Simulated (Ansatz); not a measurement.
A nudged elastic band was laid between two geometries of ClH3Si + H4Si (10 atoms, charge 0, multiplicity 1).

Level of theory: RHF/def2-SVP (Ansatz).

```
movable images  : 5
climbing image  : yes
spring          : 5.0 eV/Å²
optimiser       : quadratic models (default)
start path      : through a guess of the saddle point
force threshold : 0.05 eV/Å
iteration limit : 60
end points      : relaxed
```

Image 0:

```xyz
10
Properties=species:S:1:pos:R:3
Si -0.546 -0.863 -0.357
H -0.748 -1.258 1.048
H 0.889 -0.874 -0.697
Cl -1.271 1.068 -0.609
H -1.295 -1.760 -1.256
Si 1.467 3.034 1.503
H 2.497 3.706 2.332
H 1.860 3.112 0.078
H 0.162 3.702 1.708
H 1.371 1.612 1.915
```

Image 6:

```xyz
10
Properties=species:S:1:pos:R:3
Si 0.168 0.613 -0.825
H -0.150 -0.616 3.592
H 1.187 0.078 -1.752
Cl -1.419 1.344 -1.967
H -0.346 -0.491 0.011
Si 1.017 2.389 0.482
H 2.138 1.903 1.323
H 1.505 3.465 -0.411
H -0.058 2.917 1.354
H 0.345 -0.125 3.859
```

Problem. What changes between the two ends?

Solution. Bonds broken: Si1–H2, Si6–H10. Bonds formed: Si1–Si6, H2–H10. ClH3Si + H4Si becomes ClH5Si2 + H2.

Problem. What energy profile does the band end with?

Solution. The run converged. The highest image is number 3 of 0 to 6, 3.96 eV above the first end and 3.34 eV above the last; the last end lies 0.62 eV above the first. Neighbouring images differ by up to 3.3 eV, so the band resolves the path poorly. A vibrational analysis at the climbing image gives one clearly imaginary mode, 1708i cm⁻¹: a first-order saddle point. The orbitals stay closed-shell, which can raise the energy where a bond breaks towards radicals; this wasn't checked here.

```csv
image,path coordinate (Å),energy (eV),Si1–H2 (Å),Si6–H10 (Å),Si1–Si6 (Å)
0,0.00,0.00,1.47,1.48,4.76
1,1.79,0.01,1.47,1.48,4.57
2,3.58,0.66,1.47,1.46,3.71
3,5.37,3.96,1.68,1.82,2.66
4,7.34,0.67,3.04,3.25,2.37
5,9.32,0.62,4.38,4.32,2.36
6,11.29,0.62,4.60,4.26,2.36
```

Problem. What is the geometry of the highest image?

Solution. 
```xyz
10
Properties=species:S:1:pos:R:3
Si -0.017 0.133 0.017
H 0.793 -0.613 1.291
H 0.936 -0.511 -0.890
Cl -0.891 1.522 -1.428
H -1.269 -0.330 0.618
Si 0.905 2.375 1.105
H 1.744 2.325 2.327
H 1.672 2.933 -0.019
H -0.356 3.083 1.381
H 0.869 0.561 1.261
```

Time of the run: 2.6 min on 1 thread of Arm Neoverse V2 (shared host), peak memory 0.17 GiB.
